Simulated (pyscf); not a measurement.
Single points on ωB97X-D3(BJ)/def2-SVP structures (PySCF, gas phase).

Q: HO–Si(F)(F)–F + HF + HF → F–Si(F)(F)–F + H₂O + HF
Surface: singlet. Broken: O–Si, F–H, F–H. Formed: F–Si, H–O, F–H. Give ΔE‡ and ΔE from ωB97M-D3(BJ)/def2-TZVP, relative to the separated reactants.

A: ΔE‡ = -19.5 kJ/mol, ΔE = -30.9 kJ/mol. Zero-point energy shifts the barrier by +12.1 kJ/mol. It is a multi-bond step, with an imaginary mode of 750i cm⁻¹. On the reactant side the descent ends in an adduct with a F–Si contact, 44.8 kJ/mol under the separated species and 26.3 kJ/mol under the saddle at ωB97X-D3(BJ)/def2-TZVP. On the product side the descent ends in an adduct with a O–Si contact, 20.7 kJ/mol under the separated species and 31.6 kJ/mol under the saddle at ωB97X-D3(BJ)/def2-TZVP. At ωB97M-D3(BJ) the saddle lies under the separated reactants, which points to a path from their complex (located at ωB97X-D3(BJ) alone). What is counted as formed (F–Si) is already present as a longer contact in the reactant adduct; forming that adduct is a step of its own. What is counted as broken (O–Si) persists as a longer contact in the product adduct; parting that adduct is a step of its own. This is the saddle that the search found; another between the same sides may lie lower.
